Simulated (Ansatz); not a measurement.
For pyrite PtSb₂, PBEsol-D3(BJ) (Ansatz, a first-principles code, PAW) gives:

lattice parameter a: 6.389 Å
enthalpy of formation: -0.508 eV/atom

Question: What does HSE06 (plane waves, PAW; Ansatz) give for the same quantities?

Answer: 
- lattice constant a: 6.465 Å (rises by 1.2 %)
- formation enthalpy: -0.625 eV/atom (moves by -0.117 eV/atom)

For comparison: lattice constant a 6.44 Å (measured, temperature not stated, not corrected to a static lattice; as tabulated in Saeed et al. (2013), arXiv:1402.4256).

Changes are worked out from the printed values.

Unless a cell is named, each level is at its own relaxed cell (PBEsol-D3(BJ) 21.73, HSE06 22.51 Å³/atom).

Levels without +SOC leave out spin–orbit coupling, which shifts energies and cells of such heavy elements.

The crystal itself was run without spin with PBEsol-D3(BJ), HSE06; a magnetic state was not tried in these runs.

Ansatz's density-functional and Hartree–Fock values are scalar-relativistic unless marked +SOC, with PAW data made under PBE.
